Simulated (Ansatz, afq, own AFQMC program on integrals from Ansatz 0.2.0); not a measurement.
Where AFQMC and coupled cluster stand for CH4S, triplet

```xyz
6

C    -1.8884    0.0000    0.0000
H    -2.2516    1.0273    0.0000
H    -2.2516   -0.5137    0.8897
H    -2.2516   -0.5137   -0.8897
H    -0.6954    0.0000    0.0000
S     0.9416    0.0000    0.0000
```

Connectivity, by distances: CH3 ··· S, 1 bridging H.

Basis cc-pVTZ. Only valence electrons are correlated. Ansatz 0.2.0 and our own AFQMC program on the same integrals; the CISD trial comes from CCSD amplitudes, and released means the phaseless constraint is let go. Uncertainties: one standard error, sampling alone.

Determinant: UHF, the one that the program's search chose, which needn't be the lowest solution. The geometry is a point of a scan.

No full CI on the walks' own integrals is used here. The released AFQMC energy serves as the reference, which it does only where one determinant dominates, the energy is flat over the last release times and near the phaseless one (40 meV or 2 meV an electron, half that with transition metals). On small molecules, where full CI could be run and the noise was under 10 meV, such values lay within 10 meV of it in 19 cases of 20, a flattering rate, since the rule was set on those same cases; what remains of the bias isn't in the error bar.

Cautions: lower spins were not checked; the released value is read at 2.40 1/Eh (meV from the phaseless value at times in 1/Eh: -10 ± 4 at 0.24, -21 ± 3 at 0.51, -36 ± 5 at 0.99, -30 ± 4 at 1.62, -28 ± 6 at 2.40).

The T1 diagnostic is 0.0115. The weight of the determinant in the CISD state is 0.861, the ⟨S²⟩ of the determinant is 2.027 and the size of the correlated space is 14 electrons in 114 orbitals.

Reference: AFQMC with the constraint released, correlation energy -10.529 ± 0.006 eV.

```json
{"level": "HF", "E − E(reference) (meV)": "10529.2 ± 6.1", "share of correlation (%)": "0.00"}
{"level": "MP2", "E − E(reference) (meV)": "1524.0 ± 6.1", "share of correlation (%)": "85.53"}
{"level": "CCSD", "E − E(reference) (meV)": "403.3 ± 6.1", "share of correlation (%)": "96.17"}
{"level": "CCSD(T)", "E − E(reference) (meV)": "40.0 ± 6.1", "share of correlation (%)": "99.62"}
{"level": "ph-AFQMC/CISD", "E − E(reference) (meV)": "28.3 ± 9.4", "share of correlation (%)": "99.73"}
```

A walk keeps the symmetry of its determinant, which the program's search chose and which needn't be the lowest solution, so a lower state of the same spin and another symmetry isn't excluded. Released energies are given only where the last usable release times agree within the noise; a slower fall can still hide under it.
